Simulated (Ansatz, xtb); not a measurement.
## C2H4FNO: which of two isomers lies lower

We compare a, `N[C@@H]1O[C@@H]1F`, a singlet, with b, `N[C@@H]1O[C@H]1F`, a singlet. Both are isolated molecules in the gas phase, relaxed with B3LYP/def2-SVP; the shapes shown needn't be the lowest conformers.

a (Å):

```xyz
9

C    -1.3045   -0.6050    0.4686
C    -0.6440   -0.0847   -0.7239
F    -1.0669    1.1297   -1.1902
N    -2.3464    0.1034    1.0684
O     0.0795   -0.0529    0.4439
H    -2.3465    0.0387    2.0842
H    -2.3749    1.0779    0.7766
H    -1.3070   -1.6841    0.6638
H    -0.2642   -0.6884   -1.5609
```

b (Å):

```xyz
9

C    -1.2221   -0.5284    0.3770
C    -0.3855    0.6496    0.1915
F     0.9669    0.5292    0.2201
N    -2.4691   -0.7041   -0.2355
O    -1.0285    0.5190    1.4058
H    -3.0992   -1.2786    0.3219
H    -2.9334    0.1731   -0.4603
H    -0.7122   -1.4629    0.6398
H    -0.6713    1.4984   -0.4499
```

Q: Estimate E(b) − E(a) at the level CCSD(T)/def2-SVP + ΔMP2/def2-TZVPP.

A: CCSD(T)/def2-SVP + ΔMP2/def2-TZVPP gives E(b) − E(a) = +2.47 kJ/mol, slightly favouring structure a, which is too small a margin to settle the true order.

The same difference at several levels:

```csv
level,geometry,E(b) − E(a) (kJ/mol),departure from the last row (kJ/mol),"job, with rough time for the two"
GFN2-xTB,GFN2-xTB,−2.08,−4.55,"optimisation, 0.11 s"
HF/STO-3G,GFN2-xTB,−0.45,−2.91,"single point, 0.2 s"
r2SCAN-D4/def2-SVP,GFN2-xTB,+4.48,+2.01,"single point, 2.8 s"
B3LYP/def2-SVP,B3LYP/def2-SVP,+3.71,+1.25,"optimisation, 31 s"
HF/def2-SVP,B3LYP/def2-SVP,+1.45,−1.02,part of the CCSD(T) run
MP2/def2-SVP,B3LYP/def2-SVP,+3.96,+1.49,part of the CCSD(T) run
CCSD(T)/def2-SVP,B3LYP/def2-SVP,+3.88,+1.41,single point
CCSD(T)/def2-SVP + ΔMP2/def2-TZVPP,B3LYP/def2-SVP,+2.47,,"single point, 19 s"
```

As drawn, both hold the same kinds of bond in the same numbers.

The largest departure from CCSD(T)/def2-SVP + ΔMP2/def2-TZVPP is that of GFN2-xTB, 4.55 kJ/mol. The last row adds to CCSD(T) the change of the MP2 difference between the two basis sets, here −1.41 kJ/mol.

With harmonic frequencies from B3LYP/def2-SVP (ideal gas, rigid rotor, one conformer each, 298.15 K, 1 atm): the zero-point term adds −0.47 kJ/mol; ΔH is +2.24 and ΔG +1.77 kJ/mol.

The correlated steps freeze 5 core orbitals. Codes used: Ansatz 0.2.0, xtb 6.7.1; the last row on 2 threads of Arm Neoverse V2 on a shared host.
